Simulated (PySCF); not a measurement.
PySCF input:

```python
from pyscf import gto, scf, dft

mol = gto.M(
    atom='''
    Al   -0.08848961    0.15669812    0.36540634
    F    -1.32578174   -0.90602136   -0.15113852
    F     0.07325047    1.39829894   -0.80050560
    F     1.38034959   -0.71861932    0.42383495
    ''',
    basis='def2-tzvpd',
    charge=-1,
    spin=1,
    verbose=4,
)

mf = dft.UKS(mol, xc='bp86').density_fit(auxbasis='def2-universal-jkfit')
mf.grids.level = 3
mf.conv_tol = 1e-9
mf.max_cycle = 100
mf.max_memory = 1500
mf.kernel()
if not mf.converged:
    mf = mf.newton()
    mf.kernel(mf.make_rdm1())
for _ in range(2):
    mo, _, stable, _ = mf.stability(return_status=True)
    if stable:
        break
    mf.kernel(mf.make_rdm1(mo, mf.mo_occ))
mf.analyze()
```

Q: What final total energy does it print?

A: -542.38833 Eh (BP86/def2-TZVPD).
